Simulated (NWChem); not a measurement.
# AlH2Cl (SMILES [H][Al]([H])[Cl]) at 5 levels

Aim: a comparison of 5 runs (HF/STO-3G, HF/def2-SVP, B3LYP/6-31G*, MP2/def2-SVPD) of AlH2Cl. 

The calculation is run with NWChem 7.3.0.

## Step 1: Starting point

The species is AlH2Cl (4 atoms), meant as a singlet with charge 0. As SMILES, `[H][Al]([H])[Cl]`. Geometry: a GFN2-xTB relaxation, a rough one for these elements and not checked as a minimum.

Bond lengths: Al1–Cl4 2.014 Å, Al1–H2 1.538 Å, Al1–H3 1.538 Å. Angles: H2–Al1–Cl4 121.9°, H3–Al1–Cl4 121.9°, H2–Al1–H3 116.1°.

## Step 2: Energy and gradient at HF/STO-3G (run 1)

Contents of mol.nw:

```
echo
start mol
title "AlH2Cl"
memory total 2200 mb
charge 0

geometry units angstroms noautosym nocenter noautoz
Al    0.049780    0.082930   -0.002200
H     1.587020    0.109500    0.013310
H    -0.651090    1.451440   -0.019500
Cl   -0.985710   -1.643880    0.008400
end

basis "ao basis" spherical bse
* library STO-3G
end

scf
thresh 1e-08
maxiter 80
print low
end

task scf gradient
```

On the command line:

```bash
$ nwchem mol.nw > mol.out
```

The log of the run:

```text
[...]
  functions       =    20
[...]
  wavefunction    = RHF
[...]
         Total SCF energy =   -694.830607390673
      One-electron energy =  -1111.923126139693
      Two-electron energy =    344.081064185877
 Nuclear repulsion energy =     73.011454563143
        Time for solution =      0.4s
[...]
                         RHF ENERGY GRADIENTS
    atom               coordinates                        gradient
                 x          y          z           x          y          z
   1 Al      0.094071   0.156715  -0.004157   -0.040040  -0.066847  -0.000035
   2 H       2.999033   0.206925   0.025152    0.031032   0.009249   0.000337
   3 H      -1.230382   2.742824  -0.036850   -0.006482   0.031764  -0.000214
   4 Cl     -1.862722  -3.106483   0.015874    0.015490   0.025833  -0.000087
 Task  times  cpu:        0.7s     wall:        0.7s
 Total times  cpu:        0.7s     wall:        0.7s
```

Run time: 1.4 s. Hardware: 1 thread of AMD EPYC 7R43 (Zen 3), shared host; peak memory 0.098 GiB.

## Step 3: Energy and forces at HF/def2-SVP (run 2)

Contents of sp.xyz:

```xyz
4
AlClH2 gradient
Al     0.049780     0.082930    -0.002200
H      1.587020     0.109500     0.013310
H     -0.651090     1.451440    -0.019500
Cl    -0.985710    -1.643880     0.008400
```

Contents of run.py:

```python
from ase.io import read
from ase.calculators.nwchem import NWChem

system = read('sp.xyz')

calc = NWChem(
    label='sp',
    theory='scf',
    memory='2200 mb',
    basis='def2-SVP',
    basispar='spherical bse',
    scf={'nopen': '0', 'rhf': None, 'thresh': '1e-08', 'maxiter': '80'},
)
system.calc = calc

forces = system.get_forces()
print(f"energy = {system.get_potential_energy():.6f} eV")
print("forces (eV/A):")
for s, f in zip(system.symbols, forces):
    print(f"{s:2s} {f[0]:10.5f} {f[1]:10.5f} {f[2]:10.5f}")
print("dipole (e A):", system.get_dipole_moment().round(4))
```

On the command line:

```bash
$ export ASE_NWCHEM_COMMAND="nwchem PREFIX.nwi > PREFIX.nwo"
$ python run.py
```

The log of the run:

```text
energy = -19113.667574 eV
forces (eV/A):
Al    0.92735    1.54935    0.00211
H     0.57485   -0.25876    0.00345
H    -0.49828    0.38371   -0.01229
Cl   -1.00391   -1.67425    0.00674
dipole (e A): [ 0.0693  0.1154 -0.0035]
```

The calculator wrote sp.nwi:

```
title "sp"

permanent_dir sp

scratch_dir sp

start sp

geometry units angstrom nocenter noautosym noautoz
  Al 4.9779999999999998e-02 8.2930000000000004e-02 -2.2000000000000001e-03
  H  1.5870200000000001e+00 1.0950000000000000e-01 1.3310000000000001e-02
  H  -6.5108999999999995e-01 1.4514400000000001e+00 -1.9500000000000000e-02
  Cl -9.8570999999999998e-01 -1.6438800000000000e+00 8.3999999999999995e-03
end

memory 2200 mb

basis spherical bse noprint
   * library def2-SVP
end

scf
  nopen 0
  rhf
  thresh 1e-08
  maxiter 80
end

task scf gradient
```

sp.nwo:

```text
Northwest Computational Chemistry Package (NWChem) 7.3.0
             --------------------------------------------------------

           Job information
           ---------------

    nwchem branch   = 7.3.0
    use scalapack   = T
    input           = sp.nwi
    prefix          = sp.
    data base       = sp/sp.db
    status          = startup
    nproc           =        1

           Memory information
           ------------------

    heap     =     72089596 doubles =      550.0 Mbytes
    stack    =     72089601 doubles =      550.0 Mbytes
    global   =    144179200 doubles =     1100.0 Mbytes (distinct from heap & stack)
    total    =    288358397 doubles =     2200.0 Mbytes
    verify   = yes
    hardfail = no

[... 121 lines left out ...]
 Convergence threshold     :          1.000E-08
[... 12 lines left out ...]
       Final RHF  results
[... 3 lines left out ...]
      One-electron energy =  -1118.734736592223
[... 1 line left out ...]
 Nuclear repulsion energy =     73.011454563143
[... 34 lines left out ...]
                       ROHF Final Molecular Orbital Analysis
[... 190 lines left out ...]
  wavefunction    =   RHF

                         RHF ENERGY GRADIENTS

    atom               coordinates                        gradient
                 x          y          z           x          y          z
   1 Al      0.094071   0.156715  -0.004157   -0.018034  -0.030130  -0.000041
   2 H       2.999033   0.206925   0.025152   -0.011179   0.005032  -0.000067
   3 H      -1.230382   2.742824  -0.036850    0.009690  -0.007462   0.000239
   4 Cl     -1.862722  -3.106483   0.015874    0.019523   0.032559  -0.000131

                 ----------------------------------------
                 |  Time  |  1-e(secs)   |  2-e(secs)   |
                 ----------------------------------------
                 |  CPU   |       0.00   |       0.95   |
                 ----------------------------------------
                 |  WALL  |       0.00   |       0.95   |
                 ----------------------------------------

 Task  times  cpu:        3.5s     wall:        3.5s
 Total times  cpu:        3.6s     wall:        3.6s
```

Wall time 5.1 s (1 thread of AMD EPYC 7R43 (Zen 3), shared host); peak memory 0.098 GiB.

Runs 3 to 4 aren't shown in full; the table further down has their settings and results.

## Step 4: Energy and gradient at MP2/def2-SVPD (run 5)

Contents of alclh2.nw:

```
start alclh2
title "AlClH2"
memory total 2200 mb

geometry noautosym nocenter noautoz
  Al    0.049780    0.082930   -0.002200
  H     1.587020    0.109500    0.013310
  H    -0.651090    1.451440   -0.019500
  Cl   -0.985710   -1.643880    0.008400
end

basis spherical bse
  * library def2-SVPD
end

scf
  thresh 1e-08
  maxiter 80
  print low
end

mp2
  freeze core 10
  tight
end

task mp2 gradient
```

On the command line:

```bash
$ nwchem alclh2.nw > alclh2.out
```

The log of the run:

```text
[...]
  functions       =    67
[...]
  wavefunction    = RHF
[...]
         Total SCF energy =   -702.422490400412
      One-electron energy =  -1118.530519470119
      Two-electron energy =    343.096574506564
 Nuclear repulsion energy =     73.011454563143
        Time for solution =      4.2s
[...]
          Total MP2 energy          -702.637367618665
[...]
                         mp2 ENERGY GRADIENTS
    atom               coordinates                        gradient
                 x          y          z           x          y          z
   1 Al      0.094071   0.156715  -0.004157   -0.020254  -0.033830   0.000003
   2 H       2.999033   0.206925   0.025152   -0.011131   0.004761  -0.000071
   3 H      -1.230382   2.742824  -0.036850    0.009428  -0.007548   0.000230
   4 Cl     -1.862722  -3.106483   0.015874    0.021957   0.036617  -0.000162
[...]
```

It took 14 s on 1 thread of AMD EPYC 7R43 (Zen 3), shared host; peak memory 0.13 GiB.

## Step 5: Overview of the runs

```csv
run,level,iteration cap,module,energy (Eh),largest force (eV/Å),wall time
1,HF/STO-3G,80,scf,-694.830607,4.007,1.4 s
2,HF/def2-SVP,80,scf,-702.414333,1.952,5.1 s
3,B3LYP/6-31G* (spherical functions),100,dft,-703.874502,1.936,9.9 s
4,B3LYP/6-31G* (Cartesian functions),100,dft,-703.879278,1.926,11 s
5,MP2/def2-SVPD,80,mp2,-702.637368,2.196,14 s
```

## Step 6: What came out

| quantity | value |
| --- | --- |
| run 5: total energy | -702.63737 Eh |
| run 5: dipole moment (of the density that the program reports) | 0.61 D |
| run 5: correlation energy (10 core orbitals frozen) | -214.9 mEh |
| run 5: largest force on an atom | 2.196 eV/Å |

Over runs 2, 3, 4, 5 the dipole moment (its size) runs from 0.61 D (MP2/def2-SVPD) to 0.80 D (B3LYP/6-31G*). The two ends differ in method and basis. Over runs 2, 3, 4 the HOMO–LUMO gap runs from 6.57 eV (B3LYP/6-31G*) to 13.02 eV (HF/def2-SVP). In run 1 the basis is minimal, so the values are rough. All runs together took 42 s, the longest 14 s.
